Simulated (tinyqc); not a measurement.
Worked calculation (part 3 of 3): UKS/BLYP in the sto-3g basis, for H2O+, spin multiplicity 2. Computed by tinyqc, a small Python program that keeps every step (integrals from PySCF). Command: `OMP_NUM_THREADS=1 python tinyqc.py 20446 20447 out.jsonl` (the two numbers bound the seeds that draw the settings). One thread of a shared host (Intel(R) Xeon(R) Processor @ 2.60GHz), about 4 s of CPU time with the checks.

Geometry (angstrom):
```
atom         x          y         z
O     0.000000   0.000000  0.000000
H     0.000000   0.866000  0.730000
H     0.000000  -0.866000  0.730000
```

## Iteration 9 (converged): orbitals

converged F(alpha) (hartree), order 1O 1s, 1O 2s, 1O 2px, 1O 2py, 1O 2pz, 2H 1s, 3H 1s:
$$\begin{pmatrix}
-19.229804 & -4.941051 & 0.000000 & 0.000000 & -0.016417 & -0.750475 & -0.750475 \\
-4.941051 & -2.520400 & 0.000000 & 0.000000 & -0.134003 & -0.750442 & -0.750442 \\
0.000000 & 0.000000 & -0.732263 & 0.000000 & 0.000000 & 0.000000 & 0.000000 \\
0.000000 & 0.000000 & 0.000000 & -0.739929 & 0.000000 & -0.316553 & 0.316553 \\
-0.016417 & -0.134003 & 0.000000 & 0.000000 & -0.712451 & -0.300020 & -0.300020 \\
-0.750475 & -0.750442 & 0.000000 & -0.316553 & -0.300020 & -0.719298 & -0.265998 \\
-0.750475 & -0.750442 & 0.000000 & 0.316553 & -0.300020 & -0.265998 & -0.719298
\end{pmatrix}$$

converged F(beta) (hartree), order 1O 1s, 1O 2s, 1O 2px, 1O 2py, 1O 2pz, 2H 1s, 3H 1s:
$$\begin{pmatrix}
-19.213863 & -4.928272 & 0.000000 & 0.000000 & -0.016013 & -0.748687 & -0.748687 \\
-4.928272 & -2.449236 & 0.000000 & 0.000000 & -0.130911 & -0.737607 & -0.737607 \\
0.000000 & 0.000000 & -0.585605 & 0.000000 & 0.000000 & 0.000000 & 0.000000 \\
0.000000 & 0.000000 & 0.000000 & -0.705779 & 0.000000 & -0.314231 & 0.314231 \\
-0.016013 & -0.130911 & 0.000000 & 0.000000 & -0.679662 & -0.297797 & -0.297797 \\
-0.748687 & -0.737607 & 0.000000 & -0.314231 & -0.297797 & -0.726011 & -0.263968 \\
-0.748687 & -0.737607 & 0.000000 & 0.314231 & -0.297797 & -0.263968 & -0.726011
\end{pmatrix}$$

X, order 1O 1s, 1O 2s, 1O 2px, 1O 2py, 1O 2pz, 2H 1s, 3H 1s:
$$\begin{pmatrix}
1.023497 & -0.135499 & 0.000000 & 0.000000 & -0.007172 & 0.018174 & 0.018174 \\
-0.135499 & 1.142149 & 0.000000 & 0.000000 & 0.067604 & -0.207238 & -0.207238 \\
0.000000 & 0.000000 & 1.000000 & 0.000000 & 0.000000 & 0.000000 & 0.000000 \\
0.000000 & 0.000000 & 0.000000 & 1.062864 & 0.000000 & -0.161649 & 0.161649 \\
-0.007172 & 0.067604 & 0.000000 & 0.000000 & 1.038014 & -0.116978 & -0.116978 \\
0.018174 & -0.207238 & 0.000000 & -0.161649 & -0.116978 & 1.116868 & -0.063398 \\
0.018174 & -0.207238 & 0.000000 & 0.161649 & -0.116978 & -0.063398 & 1.116868
\end{pmatrix}$$

Diagonalise F' = X^T F X, C = X C', fill 5 alpha and 4 beta electrons from the bottom; D(s) = C_occ C_occ^T. Each column has its largest component positive (the first on a tie).

F' = X^T F X (alpha) (hartree):
$$\begin{pmatrix}
-18.868901 & -2.553767 & 0.000000 & 0.000000 & -0.029028 & -0.081451 & -0.081451 \\
-2.553767 & -1.576832 & 0.000000 & 0.000000 & -0.053134 & -0.247685 & -0.247685 \\
0.000000 & 0.000000 & -0.732263 & 0.000000 & 0.000000 & 0.000000 & 0.000000 \\
0.000000 & 0.000000 & 0.000000 & -0.642025 & 0.000000 & -0.200034 & 0.200034 \\
-0.029028 & -0.053134 & 0.000000 & 0.000000 & -0.653952 & -0.155362 & -0.155362 \\
-0.081451 & -0.247685 & 0.000000 & -0.200034 & -0.155362 & -0.481690 & -0.053140 \\
-0.081451 & -0.247685 & 0.000000 & 0.200034 & -0.155362 & -0.053140 & -0.481690
\end{pmatrix}$$

orbital energies (alpha) (hartree): MO1 -19.239686, MO2 -1.366424, MO3 -0.837645, MO4 -0.732263, MO5 -0.730225, MO6 -0.298179, MO7 -0.232929

coefficients C (alpha), order 1O 1s, 1O 2s, 1O 2px, 1O 2py, 1O 2pz, 2H 1s, 3H 1s:
$$\begin{pmatrix}
0.993695 & -0.246367 & 0.000000 & 0.000000 & 0.095874 & 0.096434 & 0.000000 \\
0.027097 & 0.924102 & 0.000000 & 0.000000 & -0.451155 & -0.595896 & 0.000000 \\
0.000000 & 0.000000 & 0.000000 & 1.000000 & 0.000000 & 0.000000 & 0.000000 \\
0.000000 & 0.000000 & 0.744184 & 0.000000 & 0.000000 & 0.000000 & 0.792547 \\
0.003269 & 0.186314 & 0.000000 & 0.000000 & 0.806262 & -0.651675 & 0.000000 \\
-0.005389 & 0.093132 & 0.341719 & 0.000000 & 0.251435 & 0.734805 & -0.778378 \\
-0.005389 & 0.093132 & -0.341719 & 0.000000 & 0.251435 & 0.734805 & 0.778378
\end{pmatrix}$$

F' = X^T F X (beta) (hartree):
$$\begin{pmatrix}
-18.854435 & -2.551325 & 0.000000 & 0.000000 & -0.029034 & -0.081981 & -0.081981 \\
-2.551325 & -1.499520 & 0.000000 & 0.000000 & -0.046869 & -0.247087 & -0.247087 \\
0.000000 & 0.000000 & -0.585605 & 0.000000 & 0.000000 & 0.000000 & 0.000000 \\
0.000000 & 0.000000 & 0.000000 & -0.605498 & 0.000000 & -0.201200 & 0.201200 \\
-0.029034 & -0.046869 & 0.000000 & 0.000000 & -0.619489 & -0.156405 & -0.156405 \\
-0.081981 & -0.247087 & 0.000000 & -0.201200 & -0.156405 & -0.492893 & -0.052177 \\
-0.081981 & -0.247087 & 0.000000 & 0.201200 & -0.156405 & -0.052177 & -0.492893
\end{pmatrix}$$

orbital energies (beta) (hartree): MO1 -19.223254, MO2 -1.305173, MO3 -0.819335, MO4 -0.701897, MO5 -0.585605, MO6 -0.288190, MO7 -0.226879

coefficients C (beta), order 1O 1s, 1O 2s, 1O 2px, 1O 2py, 1O 2pz, 2H 1s, 3H 1s:
$$\begin{pmatrix}
0.993871 & -0.240480 & 0.000000 & 0.104813 & 0.000000 & 0.100112 & 0.000000 \\
0.026367 & 0.895220 & 0.000000 & -0.491578 & 0.000000 & -0.607921 & 0.000000 \\
0.000000 & 0.000000 & 0.000000 & 0.000000 & 1.000000 & 0.000000 & 0.000000 \\
0.000000 & 0.000000 & 0.712329 & 0.000000 & 0.000000 & 0.000000 & 0.821296 \\
0.003169 & 0.189544 & 0.000000 & 0.783441 & 0.000000 & -0.678046 & 0.000000 \\
-0.005228 & 0.119839 & 0.372169 & 0.268131 & 0.000000 & 0.724968 & -0.764287 \\
-0.005228 & 0.119839 & -0.372169 & 0.268131 & 0.000000 & 0.724968 & 0.764287
\end{pmatrix}$$

D(alpha) after iteration 9, order 1O 1s, 1O 2s, 1O 2px, 1O 2py, 1O 2pz, 2H 1s, 3H 1s:
$$\begin{pmatrix}
1.057319 & -0.243996 & 0.000000 & 0.000000 & 0.034646 & -0.004193 & -0.004193 \\
-0.243996 & 1.058239 & 0.000000 & 0.000000 & -0.191487 & -0.027519 & -0.027519 \\
0.000000 & 0.000000 & 1.000000 & 0.000000 & 0.000000 & 0.000000 & 0.000000 \\
0.000000 & 0.000000 & 0.000000 & 0.553810 & 0.000000 & 0.254302 & -0.254302 \\
0.034646 & -0.191487 & 0.000000 & 0.000000 & 0.684782 & 0.220057 & 0.220057 \\
-0.004193 & -0.027519 & 0.000000 & 0.254302 & 0.220057 & 0.188694 & -0.044850 \\
-0.004193 & -0.027519 & 0.000000 & -0.254302 & 0.220057 & -0.044850 & 0.188694
\end{pmatrix}$$

D(beta) after iteration 9, order 1O 1s, 1O 2s, 1O 2px, 1O 2py, 1O 2pz, 2H 1s, 3H 1s:
$$\begin{pmatrix}
1.056596 & -0.240600 & 0.000000 & 0.000000 & 0.039683 & -0.005911 & -0.005911 \\
-0.240600 & 1.043762 & 0.000000 & 0.000000 & -0.215355 & -0.024663 & -0.024663 \\
0.000000 & 0.000000 & 0.000000 & 0.000000 & 0.000000 & 0.000000 & 0.000000 \\
0.000000 & 0.000000 & 0.000000 & 0.507413 & 0.000000 & 0.265107 & -0.265107 \\
0.039683 & -0.215355 & 0.000000 & 0.000000 & 0.649717 & 0.232764 & 0.232764 \\
-0.005911 & -0.024663 & 0.000000 & 0.265107 & 0.232764 & 0.224793 & -0.052226 \\
-0.005911 & -0.024663 & 0.000000 & -0.265107 & 0.232764 & -0.052226 & 0.224793
\end{pmatrix}$$

## Convergence

Stop when the energy changes by less than 1e-10 hartree and every element of the error matrix X^T (F D S - S D F) X (for each spin) is below 3e-06.

Course of the cycle:
```
iteration   E (hartree)     change  largest element of the error matrix
1          -71.22120193          -                             4.40e-01
2          -74.73964768  -3.52e+00                             1.78e-01
3          -74.84103970  -1.01e-01                             1.43e-01
4          -74.94835822  -1.07e-01                             4.89e-03
5          -74.94846111  -1.03e-04                             9.89e-04
6          -74.94846577  -4.66e-06                             1.66e-04
7          -74.94846608  -3.12e-07                             1.11e-04
8          -74.94846614  -5.85e-08                             7.62e-07
9          -74.94846614  -2.36e-12                             1.00e-07
```

PySCF UKS in the same basis, fine grid, after a stability check = -74.94865849 hartree

Converged in 9 iterations. The coarse grid moves the energy by +1.92e-04 hartree.

## Populations, bond orders and dipole

overlap S, order 1O 1s, 1O 2s, 1O 2px, 1O 2py, 1O 2pz, 2H 1s, 3H 1s:
$$\begin{pmatrix}
1.000000 & 0.236704 & 0.000000 & 0.000000 & 0.000000 & 0.035540 & 0.035540 \\
0.236704 & 1.000000 & 0.000000 & 0.000000 & 0.000000 & 0.367408 & 0.367408 \\
0.000000 & 0.000000 & 1.000000 & 0.000000 & 0.000000 & 0.000000 & 0.000000 \\
0.000000 & 0.000000 & 0.000000 & 1.000000 & 0.000000 & 0.250884 & -0.250884 \\
0.000000 & 0.000000 & 0.000000 & 0.000000 & 1.000000 & 0.211484 & 0.211484 \\
0.035540 & 0.367408 & 0.000000 & 0.250884 & 0.211484 & 1.000000 & 0.182211 \\
0.035540 & 0.367408 & 0.000000 & -0.250884 & 0.211484 & 0.182211 & 1.000000
\end{pmatrix}$$

Mulliken: Z minus the diagonal of D S on the atom; Loewdin: the same with S^(1/2) D S^(1/2); Mayer order: 2 sum_s sum (D(s) S)_ij (D(s) S)_ji over the two atoms.

Charges (e):
```
atom  Mulliken   Loewdin  Mulliken spin
1O    0.204685  0.328504       1.082282
2H    0.397657  0.335748      -0.041141
3H    0.397657  0.335748      -0.041141
```

Mayer bond orders:
```
pair     order
2-1   0.834429
3-1   0.834429
3-2   0.005747
```

dipole moment about the origin, x y z (debye): [0.000000, 0.000000, 3.209255]

<S^2> of the determinant (pure state: 0.75) = 0.753006
